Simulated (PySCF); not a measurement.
# Orbital picture of Mg2

PBE at R = 3.688 Å; basis Mg 3-21G; no relativity; PySCF 2.14. State: ¹Σg⁺ (singlet), closed shell. Only the outer orbitals are listed.

```csv
orbital,occ.,ε (eV),main shells (%)
σu,2,-45.68,100 p
πg,2,-45.67,100 p
πg,2,-45.67,100 p
πu,2,-45.67,100 p
πu,2,-45.67,100 p
σg,2,-45.65,100 p
σg,2,-5.41,95 s
σu,2,-4.26,97 s
σg,0,-1.92,95 p
πu,0,-1.82,100 p
πu,0,-1.82,100 p
```

Question: Which are the highest filled and the lowest empty level, where do they sit, and how wide is the gap?

Answer: Highest filled σu at -4.26 eV (in %: 97 s); lowest empty σg at -1.92 eV (in %: 95 p); the gap at PBE is 2.34 eV.

```
bond order (Mayer)             : 0.27
⟨S²⟩                           : 0.000
polarisability along the bond  : 243.5 bohr³
polarisability across the bond : 126.9 bohr³
```

Closed-shell solutions of metal pairs were not tested for spin polarisation, which can lower them a little. 3-21G is very small, so such numbers show the basis as much as the molecule.
